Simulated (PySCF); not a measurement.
## Cl: ionisation energy

Cl [Ne] 3s2 3p5 (2P) → Cl⁺ [Ne] 3s2 3p4 (3P), as a difference of total energies. Computed with PySCF 2.14 in def2-TZVP (5s5p2d1f, 37 functions), with no relativity, point nucleus. Correlated levels: valence: [Ne] frozen. The calculations carry no spin-orbit coupling.

```csv
method,ionisation energy (eV)
UHF,11.773
PBE0,12.954
r2SCAN,13.019
MP2 (valence),12.711
SCS-MP2 (valence),12.707
CCSD (valence),12.671
CCSD(T) (valence),12.708
```

Problem. How much does correlation contribute at CCSD(T) (valence)?

Solution. 12.708 − (11.773) = 0.935 eV, measured against UHF.

Errors of the correlated levels include the incompleteness of this basis and the frozen core.

For comparison: 12.974 eV (measured; NIST levels, between the centres of gravity of the two terms).
